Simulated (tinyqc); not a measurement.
Worked calculation: UKS/PBE0 in the sto-6g basis, for LiH+, spin multiplicity 2. One step of it, computed by the program tinyqc.

Task: Iteration 2: building the Kohn-Sham matrix. J_ij = sum D_kl (ij|kl) with D = D(alpha) + D(beta), K_ij = sum D_kl (ik|jl) for each spin; F = H + J - 0.25 K(s) + V_xc; E = tr D H + tr D J / 2 - 0.125 sum_s tr D(s) K(s) + E_xc + E_nn.

D(alpha) after iteration 1, order 1Li 1s, 1Li 2s, 1Li 2px, 1Li 2py, 1Li 2pz, 2H 1s:
```
[[0.985527, 0.025444, 0.000000, 0.000000, -0.006066, -0.054136],
 [0.025444, 0.029810, 0.000000, 0.000000, 0.026866, 0.152144],
 [0.000000, 0.000000, 0.000000, 0.000000, 0.000000, 0.000000],
 [0.000000, 0.000000, 0.000000, 0.000000, 0.000000, 0.000000],
 [-0.006066, 0.026866, 0.000000, 0.000000, 0.025086, 0.142655],
 [-0.054136, 0.152144, 0.000000, 0.000000, 0.142655, 0.811633]]
```

D(beta) after iteration 1, order 1Li 1s, 1Li 2s, 1Li 2px, 1Li 2py, 1Li 2pz, 2H 1s:
```
[[0.984500, 0.030983, 0.000000, 0.000000, -0.000732, -0.003564],
 [0.030983, 0.000975, 0.000000, 0.000000, -0.000023, -0.000112],
 [0.000000, 0.000000, 0.000000, 0.000000, 0.000000, 0.000000],
 [0.000000, 0.000000, 0.000000, 0.000000, 0.000000, 0.000000],
 [-0.000732, -0.000023, 0.000000, 0.000000, 0.000001, 0.000003],
 [-0.003564, -0.000112, 0.000000, 0.000000, 0.000003, 0.000013]]
```

core Hamiltonian H = T + V (hartree), order 1Li 1s, 1Li 2s, 1Li 2px, 1Li 2py, 1Li 2pz, 2H 1s:
```
[[-4.655908, -0.987531, 0.000000, 0.000000, -0.006573, -0.033568],
 [-0.987531, -1.295469, 0.000000, 0.000000, -0.069806, -0.263166],
 [0.000000, 0.000000, -1.065560, 0.000000, 0.000000, 0.000000],
 [0.000000, 0.000000, 0.000000, -1.065560, 0.000000, 0.000000],
 [-0.006573, -0.069806, 0.000000, 0.000000, -1.114674, -0.378717],
 [-0.033568, -0.263166, 0.000000, 0.000000, -0.378717, -1.087531]]
```

Two-electron integrals (ij|kl) in chemists' order, unique and non-zero (hartree):
```
(11|11) 1.681247   (21|11) 0.242603   (21|21) 0.044507   (22|11) 0.397190
(22|21) 0.090279   (22|22) 0.290625   (31|31) 0.009437   (32|31) 0.014261
(32|32) 0.064236   (33|11) 0.397190   (33|21) 0.090279   (33|22) 0.290625
(33|33) 0.313125   (41|41) 0.009437   (42|41) 0.014261   (42|42) 0.064236
(43|43) 0.016875   (44|11) 0.397190   (44|21) 0.090279   (44|22) 0.290625
(44|33) 0.279374   (44|44) 0.313125   (51|51) 0.009437   (52|51) 0.014261
(52|52) 0.064236   (53|53) 0.016875   (54|54) 0.016875   (55|11) 0.397190
(55|21) 0.090279   (55|22) 0.290625   (55|33) 0.279374   (55|44) 0.279374
(55|55) 0.313125   (61|11) 0.007794   (61|21) 0.001416   (61|22) 0.002964
(61|33) 0.002920   (61|44) 0.002920   (61|51) 0.000190   (61|52) 0.000411
(61|55) 0.003051   (61|61) 0.000050   (62|11) 0.049074   (62|21) 0.011466
(62|22) 0.043681   (62|33) 0.041133   (62|44) 0.041133   (62|51) 0.001719
(62|52) 0.013595   (62|55) 0.048777   (62|61) 0.000455   (62|62) 0.015257
(63|31) 0.000565   (63|32) 0.003359   (63|53) 0.001574   (63|63) 0.000628
(64|41) 0.000565   (64|42) 0.003359   (64|54) 0.001574   (64|64) 0.000628
(65|11) 0.069859   (65|21) 0.016397   (65|22) 0.063757   (65|33) 0.059516
(65|44) 0.059516   (65|51) 0.002687   (65|52) 0.021331   (65|55) 0.072239
(65|61) 0.000664   (65|62) 0.023774   (65|65) 0.037194   (66|11) 0.205493
(66|21) 0.048437   (66|22) 0.200280   (66|33) 0.185441   (66|44) 0.185441
(66|51) 0.006559   (66|52) 0.067002   (66|55) 0.229957   (66|61) 0.001930
(66|62) 0.096532   (66|65) 0.153720   (66|66) 0.774999
```

nuclear repulsion = 0.61651714 hartree

V_xc(alpha) (hartree), order 1Li 1s, 1Li 2s, 1Li 2px, 1Li 2py, 1Li 2pz, 2H 1s:
```
[[-0.819288, -0.091120, 0.000000, 0.000000, -0.000818, -0.003030],
 [-0.091120, -0.093468, 0.000000, 0.000000, -0.023037, -0.039335],
 [0.000000, 0.000000, -0.087424, 0.000000, 0.000000, 0.000000],
 [0.000000, 0.000000, 0.000000, -0.087424, 0.000000, 0.000000],
 [-0.000818, -0.023037, 0.000000, 0.000000, -0.105544, -0.062846],
 [-0.003030, -0.039335, 0.000000, 0.000000, -0.062846, -0.359640]]
```

V_xc(beta) (hartree), order 1Li 1s, 1Li 2s, 1Li 2px, 1Li 2py, 1Li 2pz, 2H 1s:
```
[[-0.818707, -0.090357, 0.000000, 0.000000, -0.000252, -0.002925],
 [-0.090357, -0.063217, 0.000000, 0.000000, 0.008146, 0.055761],
 [0.000000, 0.000000, -0.068470, 0.000000, 0.000000, 0.000000],
 [0.000000, 0.000000, 0.000000, -0.068470, 0.000000, 0.000000],
 [-0.000252, 0.008146, 0.000000, 0.000000, -0.052694, 0.096838],
 [-0.002925, 0.055761, 0.000000, 0.000000, 0.096838, 0.660674]]
```

E_xc = sum of w rho eps_xc = -1.52395766 hartree

Give: Coulomb J; exchange K(alpha); exchange K(beta); F(alpha); F(beta); total energy of this density.

Result:

Coulomb J (hartree), order 1Li 1s, 1Li 2s, 1Li 2px, 1Li 2py, 1Li 2pz, 2H 1s:
```
[[3.5624, 0.5353, 0.0000, 0.0000, 0.0072, 0.0176],
 [0.5353, 1.0026, 0.0000, 0.0000, 0.0678, 0.1910],
 [0.0000, 0.0000, 0.9883, 0.0000, 0.0000, 0.0000],
 [0.0000, 0.0000, 0.0000, 0.9883, 0.0000, 0.0000],
 [0.0072, 0.0678, 0.0000, 0.0000, 1.0312, 0.2869],
 [0.0176, 0.1910, 0.0000, 0.0000, 0.2869, 1.1277]]
```

exchange K(alpha) (hartree), order 1Li 1s, 1Li 2s, 1Li 2px, 1Li 2py, 1Li 2pz, 2H 1s:
```
[[1.6705, 0.2535, 0.0000, 0.0000, 0.0005, 0.0083],
 [0.2535, 0.0870, 0.0000, 0.0000, 0.0490, 0.1270],
 [0.0000, 0.0000, 0.0143, 0.0000, 0.0000, 0.0000],
 [0.0000, 0.0000, 0.0000, 0.0143, 0.0000, 0.0000],
 [0.0005, 0.0490, 0.0000, 0.0000, 0.0768, 0.1806],
 [0.0083, 0.1270, 0.0000, 0.0000, 0.1806, 0.7048]]
```

exchange K(beta) (hartree), order 1Li 1s, 1Li 2s, 1Li 2px, 1Li 2py, 1Li 2pz, 2H 1s:
```
[[1.6702, 0.2524, 0.0000, 0.0000, -0.0006, 0.0085],
 [0.2524, 0.0496, 0.0000, 0.0000, -0.0002, 0.0017],
 [0.0000, 0.0000, 0.0102, 0.0000, 0.0000, 0.0000],
 [0.0000, 0.0000, 0.0000, 0.0102, 0.0000, 0.0000],
 [-0.0006, -0.0002, 0.0000, 0.0000, 0.0102, 0.0002],
 [0.0085, 0.0017, 0.0000, 0.0000, 0.0002, 0.0001]]
```

F(alpha) (hartree), order 1Li 1s, 1Li 2s, 1Li 2px, 1Li 2py, 1Li 2pz, 2H 1s:
```
[[-2.3304, -0.6067, 0.0000, 0.0000, -0.0003, -0.0211],
 [-0.6067, -0.4081, 0.0000, 0.0000, -0.0373, -0.1433],
 [0.0000, 0.0000, -0.1683, 0.0000, 0.0000, 0.0000],
 [0.0000, 0.0000, 0.0000, -0.1683, 0.0000, 0.0000],
 [-0.0003, -0.0373, 0.0000, 0.0000, -0.2082, -0.1998],
 [-0.0211, -0.1433, 0.0000, 0.0000, -0.1998, -0.4956]]
```

F(beta) (hartree), order 1Li 1s, 1Li 2s, 1Li 2px, 1Li 2py, 1Li 2pz, 2H 1s:
```
[[-2.3298, -0.6057, 0.0000, 0.0000, 0.0005, -0.0210],
 [-0.6057, -0.3685, 0.0000, 0.0000, 0.0062, -0.0169],
 [0.0000, 0.0000, -0.1483, 0.0000, 0.0000, 0.0000],
 [0.0000, 0.0000, 0.0000, -0.1483, 0.0000, 0.0000],
 [0.0005, 0.0062, 0.0000, 0.0000, -0.1387, 0.0050],
 [-0.0210, -0.0169, 0.0000, 0.0000, 0.0050, 0.7009]]
```

total energy of this density = -7.732015 hartree
